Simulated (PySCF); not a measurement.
# Ne: ionisation energy

Ne [Ne] (1S) → Ne+ [He] 2s2 2p5 (2P), as a difference of total energies. All numbers are calculated (PySCF 2.14, the spin-free X2C one-electron Hamiltonian (Gaussian nucleus), in aug-cc-pVDZ-DK (4s3p2d, 23 functions)). Correlated levels: valence: 1s2 frozen. The calculations carry no spin-orbit coupling.

| method | ionisation energy (eV) | plus first-order spin-orbit estimate | error of that sum (eV) |
| --- | --- | --- | --- |
| UHF | 19.829 | 19.797 | -1.768 |
| LDA | 22.251 | 22.219 | +0.654 |
| PBE | 21.731 | 21.699 | +0.134 |
| PBE0 | 21.550 | 21.519 | -0.046 |
| r2SCAN | 21.611 | 21.579 | +0.014 |
| BLYP | 21.729 | 21.697 | +0.132 |
| M06-2X | 21.572 | 21.540 | -0.025 |
| PW91 | 21.822 | 21.791 | +0.226 |
| CAM-B3LYP | 21.806 | 21.775 | +0.210 |
| MP2 (valence) | 21.593 | 21.562 | -0.003 |
| SCS-MP2 (valence) | 21.447 | 21.416 | -0.149 |

Reference: 21.565 eV (measured; NIST Atomic Spectra Database, ionization energies).

A first-order spin-orbit estimate (lowest level to lowest level, LS coupling) adds -0.031 eV.

Errors of the correlated levels include the incompleteness of this basis and the frozen core.
